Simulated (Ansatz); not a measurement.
Job for Ansatz (an electronic-structure program): U-HF/def2-TZVPP on CH3O (SMILES [CH2]O), 2S+1 = 2, atoms moved off the minimum.

Ansatz 0.2 input:
```yaml
crystal:
  periodic: [false, false, false]
  atoms:
    - {symbol: C, position_ang: [-0.60976485, 0.32356953, 0.14567027]}
    - {symbol: O, position_ang: [0.46515150, -0.38800087, -0.12772418]}
    - {symbol: H, position_ang: [-1.50554617, -0.45978509, 0.12174968]}
    - {symbol: H, position_ang: [-0.46608451, 1.34244862, 0.04146704]}
    - {symbol: H, position_ang: [1.26410349, 0.44539085, 0.00525410]}
basis:
  gaussian:
    orbitals: def2-TZVPP
hamiltonian:
  xc: {name: HF}
magnetization: {spin_polarized: true, initial_magnetization: 1}
output: {forces: true}
```

The log:

```
WARN ansatz: RAYON_NUM_THREADS=1 ignored (pool sized by the plan → 1); use --threads N
Functional definition: HF
integrals: 0.01 GiB planned
592 factors; their error is unknown
mean field: 0.18 GiB planned
mean field evaluation 1: about -3111.4179 eV, gradient 1.9e1 eV
mean field evaluation 2: about -3112.7040 eV, gradient 1.1e1 eV
mean field evaluation 4: about -3113.1840 eV, gradient 9.3e-1 eV
mean field evaluation 8: about -3113.2032 eV, gradient 1.0e-1 eV
mean field evaluation 16: about -3111.4644 eV, gradient 1.9e1 eV
mean field -3113.24423882 eV, -114.4096155439 hartree, gradient 1.9e-5 eV, S^2 0.765577; 0 other end points of the search recorded, 0 dependent functions left out
the calculation of the forces begins
reference -3113.24423882 eV, -114.4096155439 hartree; 9, 8 occupied and 95, 96 virtual orbitals, 592 factors
Total energy: -3113.24423882 eV, -114.4096155439 hartree
Atom 0 at    -0.609765     0.323570     0.145670 Å, force    -3.429034    -4.129987     0.531590 eV/Å
Atom 1 at     0.465151    -0.388001    -0.127724 Å, force     6.812396     4.660052     0.580151 eV/Å
Atom 2 at    -1.505546    -0.459785     0.121750 Å, force     1.522207     3.222825     0.047135 eV/Å
Atom 3 at    -0.466085     1.342449     0.041467 Å, force    -1.291615     1.668015    -0.192671 eV/Å
Atom 4 at     1.264103     0.445391     0.005254 Å, force    -3.613954    -5.420905    -0.966206 eV/Å
Dipole moment:     0.126660     0.356088     0.018709 e Å
```

Self-consistency was reached.

Cost: roughly 0.5 core-seconds.
